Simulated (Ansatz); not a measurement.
hcp Zr was calculated with PBEsol-D3(BJ) in Ansatz (plane waves, PAW).

Numerical settings: plane-wave cutoff 520 eV, 18×18×12 k mesh (along the axes of the cell as run), Fermi–Dirac smearing 0.05 eV, scalar-relativistic PAW data made under PBE.

Cell (relaxed at this level):

```cif
data_Zr2
_chemical_formula_sum 'Zr2'
_space_group_name_H-M_alt 'P 1'
_space_group_IT_number 1
_cell_length_a 3.13155
_cell_length_b 3.13155
_cell_length_c 5.05732
_cell_angle_alpha 90.000
_cell_angle_beta 90.000
_cell_angle_gamma 120.000
loop_
_space_group_symop_operation_xyz
  'x, y, z'
loop_
_atom_site_label
_atom_site_type_symbol
_atom_site_fract_x
_atom_site_fract_y
_atom_site_fract_z
_atom_site_occupancy
Zr1 Zr 0.33333 0.66667 0.25000 1
Zr2 Zr 0.66667 0.33333 0.75000 1
```

Q: What does this level give for the bulk modulus and pressure derivative B′ of the bulk modulus?

A: 
- bulk modulus = 103 GPa
- pressure derivative B′ of the bulk modulus = 2.8

The run finds no gap.

Measured, for comparison: bulk modulus 95.9 GPa (zero-point energy and finite temperature contributions removed, our sources range from 84.3 to 95.9; as tabulated in doi:10.1021/acs.jctc.3c00612). Computed (rounded) less measured: bulk modulus not scored (sources differ).

Note: the bulk modulus comes from volumes at which shape and atoms were relaxed.

Static lattice: no zero-point or thermal effects.

Ansatz is an electronic-structure program.
